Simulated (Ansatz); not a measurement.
I need a relaxed scan of one distance of CH4OS, SMILES OCS. Use Ansatz 0.2.0, Python API. Use (for the species named): B3LYP, def2-SVP basis, multiplicity 1.

```yaml
atoms:
  - { symbol: O, position_ang: [-0.7616, -0.8237, -0.3544] }
  - { symbol: C, position_ang: [-0.0428, 0.3781, -0.1149] }
  - { symbol: S, position_ang: [1.6323, -0.0602, 0.2366] }
  - { symbol: H, position_ang: [-1.6160, -0.4625, -0.6457] }
  - { symbol: H, position_ang: [-0.0656, 1.0260, -1.0089] }
  - { symbol: H, position_ang: [-0.4693, 0.9252, 0.7399] }
  - { symbol: H, position_ang: [1.3842, -1.0509, 1.1017] }
```

The script, `ch4os_relaxed_scan.py`:
```python
"""Relaxed scan of one distance in CH4OS."""

import ansatz as az
from ase import Atoms
import numpy as np


def main() -> None:
    atoms = Atoms(["O", "C", "S", "H", "H", "H", "H"], positions=[
        (-0.7616, -0.8237, -0.3544),
        (-0.0428, 0.3781, -0.1149),
        (1.6323, -0.0602, 0.2366),
        (-1.616, -0.4625, -0.6457),
        (-0.0656, 1.026, -1.0089),
        (-0.4693, 0.9252, 0.7399),
        (1.3842, -1.0509, 1.1017),
    ])
    molecule = az.Crystal.molecule_from_ase(atoms)

    calc = (
        molecule.calculation()
        .basis(gaussian="def2-SVP")
        .functional("B3LYP")
    )
    symbols = [site.symbol for site in molecule.cartesian_sites]
    pairs = [(0, 1), (0, 3), (1, 2), (1, 4), (1, 5), (2, 6)]
    print("held (A)   E (eV)        ", "  ".join(f"{symbols[i]}{i}-{symbols[j]}{j}" for i, j in pairs))
    for length in [1.31, 1.42, 1.53, 1.7, 1.92]:
        report = calc.relax(constraints=[az.DistanceConstraint((0, 1), at=length)], force_tolerance=0.02, max_steps=60).run().report
        xyz = np.array(report["positions_ang"])
        print(f"{length:6.2f} {report['free_energy_ev']:14.5f}  ", "  ".join(f"{np.linalg.norm(xyz[i] - xyz[j]):.3f}" for i, j in pairs))


if __name__ == "__main__":
    main()
```

```console
$ python ch4os_relaxed_scan.py
held (A)   E (eV)         O0-C1  O0-H3  C1-S2  C1-H4  C1-H5  S2-H6
DeckWarning: relax.constraints: the input's atoms, or those drawn, lie off the distances that are held; a relaxation that starts there is brought onto them ahead of its first SCF, by positions alone, [...]
  1.31   -13978.64931   1.310  0.967  1.838  1.115  1.112  1.354
  1.42   -13978.80814   1.420  0.968  1.817  1.107  1.105  1.354
  1.53   -13978.62354   1.530  0.969  1.799  1.102  1.101  1.353
  1.70   -13978.06043   1.700  0.971  1.775  1.097  1.097  1.353
  1.92   -13977.23324   1.920  0.973  1.748  1.093  1.093  1.353
```
(Warnings from the package without file and line, shortened, repeats left out.)

Reading the output:
- Total energies depend on the basis set; only differences at equal settings carry meaning.
- The energies are electronic: no zero-point or thermal terms, and the basis set is short of its limit.
- b3lyp holds the VWN-RPA fit, as in Gaussian; the form of ORCA and Turbomole is b3lyp5.
- It ran for 74 s on 1 thread of Arm Neoverse V2 (shared host), peak memory 0.21 GiB.
